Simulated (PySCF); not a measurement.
Gas-phase reaction: 2 SiCl + 4 SiH₂Cl₂ ⇌ 5 SiHCl₂ + SiH₃

Energies from PySCF, thermal terms from the rigid-rotor harmonic-oscillator model, ideal gas at 1 bar. † marks an energy on the PBE0/def2-TZVP geometry and frequencies; other levels use their own. MP2 freezes the core. 6-31G* has spherical d functions here. Open shells (unrestricted): SiCl (multiplicity 2, electronic degeneracy 4), SiHCl₂ (multiplicity 2), SiH₃ (multiplicity 2); the rest are closed-shell singlets. Spin-orbit splitting is ignored; it lowers the true energy and changes the entropy of SiCl. B3LYP is the form with VWN-RPA correlation. SiHCl₂: computed as isolated molecules; such fragments, hydroxides, amides, oligomers or adducts are transient or little studied in the gas. MP2 isn't extrapolated to the basis-set limit; its ΔH°(298 K) is 391.3 kJ in def2-SVP and 398.2 kJ in def2-TZVPP. The harmonic model lacks anharmonicity and excited electronic states, which grow with temperature; levels with a mode under 35 cm⁻¹ are left out.

ΔH° and ΔS° at 298 K: B3LYP/6-31G* 380 kJ, 76 J/K; B3LYP/def2-TZVP† 378 kJ, 75 J/K; HF/6-31G* 315 kJ, 73 J/K; MP2/def2-TZVPP† 398 kJ, 75 J/K; PBE/def2-TZVP† 332 kJ, 75 J/K; ωB97X-V/def2-TZVP† 408 kJ, 75 J/K.

Task: With the heat capacities included, give log10 K (1 bar) at 500, 600, 1200, 1600, 2000 K from B3LYP/6-31G*, B3LYP/def2-TZVP†, HF/6-31G*, MP2/def2-TZVPP†, PBE/def2-TZVP†, ωB97X-V/def2-TZVP†.

Result: 
| T (K) | B3LYP/6-31G* | B3LYP/def2-TZVP† | HF/6-31G* | MP2/def2-TZVPP† | PBE/def2-TZVP† | ωB97X-V/def2-TZVP† |
|---|---|---|---|---|---|---|
| 500 | -35.7 | -35.5 | -29.1 | -37.6 | -30.8 | -38.6 |
| 600 | -29.0 | -28.9 | -23.5 | -30.7 | -24.9 | -31.5 |
| 1200 | -12.4 | -12.4 | -9.7 | -13.3 | -10.4 | -13.7 |
| 1600 | -8.2 | -8.3 | -6.3 | -8.9 | -6.8 | -9.2 |
| 2000 | -5.8 | -5.8 | -4.3 | -6.3 | -4.6 | -6.6 |
